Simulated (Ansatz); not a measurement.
Geometry optimisation, RKS PBE0-D4/6-31G* (Ansatz).

Input:

```yaml
crystal:
  periodic: [false, false, false]
  atoms:
    - { symbol: B, position_ang: [0.0, 0.0, 0.0] }
    - { symbol: H, position_ang: [0.0, 0.0, 1.54] }
    - { symbol: C, position_ang: [1.3856, 0.0, -0.8] }
    - { symbol: H, position_ang: [1.7152, -1.0462, -0.9702] }
    - { symbol: H, position_ang: [1.2491, 0.508, -1.7774] }
    - { symbol: H, position_ang: [2.1552, 0.5381, -0.2082] }
    - { symbol: H, position_ang: [-1.0305, 0.0, -0.595] }
    - { symbol: O, position_ang: [0.0766, 1.621, 0.5392] }
    - { symbol: H, position_ang: [0.4753, 1.6492, 1.4668] }
    - { symbol: H, position_ang: [0.0407, 0.8604, 1.537] }
basis:
  gaussian: { orbitals: "6-31G*" }
hamiltonian:
  xc: pbe0
  dispersion: d4
relax:
  f_tol: 0.15
  max_steps: 25
  restrain:
    - { distance: [0, 7], at: 2.61, k: 30.0 }
    - { distance: [9, 1], at: 1.86, k: 30.0 }
    - { distance: [0, 1], at: 1.19, k: 30.0 }
    - { distance: [9, 7], at: 1.01, k: 30.0 }
```

Launched with:

```bash
$ ansatz run input.yaml --threads 1 --pin off --max-ram 2048MiB --backend cpu --events-out ev --progress --plain --runs-dir out
```

**Question.** Where does it end, and by what steps?

**Answer.** The forces met the threshold. The restraints hold the end off the free minimum. After 11 steps the energy has fallen by 4.260 eV (the restraints' own energy left out); H9 moved furthest, 0.80 Å. Parted: B1–O8 (1.71 → 2.60 Å). Joined: B1–H2 (1.54 → 1.20 Å).

```tsv
step	energy less start (eV)	largest force component (eV/Å)	accepted
0	0.0000	4.011	yes
1	-0.4403	4.706	yes
2	-1.0207	5.436	yes
3	-2.3564	4.211	yes
4	-3.5877	2.844	yes
5	-4.0326	2.303	yes
6	-4.1842	1.280	yes
7	-4.2468	1.038	yes
8	-4.2499	0.870	yes
9	-4.2561	0.915	yes
10	-4.2504	1.016	no
11	-4.2601	0.917	yes
```

```xyz
10
Properties=species:S:1:pos:R:3
B 0.020 -0.257 -0.034
H -0.039 -0.532 1.131
C 1.399 -0.088 -0.750
H 1.643 -1.065 -1.196
H 1.360 0.614 -1.590
H 2.237 0.171 -0.095
H -1.003 -0.275 -0.659
O -0.162 2.050 1.146
H 0.775 2.272 1.073
H -0.162 1.239 1.706
```

The run took 23 s on 1 thread of Arm Neoverse V2, with other jobs on the host, peak memory 0.13 GiB.
